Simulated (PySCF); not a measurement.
Gas-phase reaction: 2 H2BNH2 → B2H6 + H2 + 2 N

Computed with PySCF and rigid-rotor harmonic-oscillator thermochemistry at 1 bar. † marks an energy on the PBE0/def2-TZVP geometry and frequencies; other levels use their own. CCSD(T) freezes the core. Open shells (unrestricted): N (multiplicity 4); the rest are closed-shell singlets. B3LYP is the form with VWN-RPA correlation. H2BNH2: computed as isolated molecules; such fragments, hydroxides, amides, oligomers or adducts are transient or little studied in the gas. CCSD(T) isn't extrapolated to the basis-set limit; its ΔH°(298 K) is 1053.4 kJ in def2-SVP and 1090.7 kJ in def2-TZVPP. The harmonic model lacks anharmonicity and excited electronic states, which grow with temperature; levels with a mode under 35 cm⁻¹ are left out.

| level | ΔE electronic, kJ | ΔH°(298 K), kJ | ΔS°(298 K), J/K | ΔG°(600 K), kJ |
|---|---|---|---|---|
| B3LYP/def2-TZVP† | 1220 | 1170 | 213 | 1039 |
| CCSD(T)/def2-SVP† | 1103 | 1053 | 213 | 922 |
| PBE/def2-TZVP† | 1266 | 1216 | 213 | 1085 |
| PBE0/def2-SVP† | 1226 | 1176 | 213 | 1045 |
| PBE0/def2-TZVP | 1208 | 1158 | 213 | 1027 |
| r2SCAN/def2-TZVP† | 1175 | 1125 | 213 | 994 |
| LDA/def2-TZVP† | 1426 | 1376 | 213 | 1245 |
| ωB97M-V/def2-TZVP† | 1217 | 1167 | 213 | 1036 |
ΔH° is lowest at CCSD(T)/def2-SVP† and highest at LDA/def2-TZVP†. No reference value is set beside these.
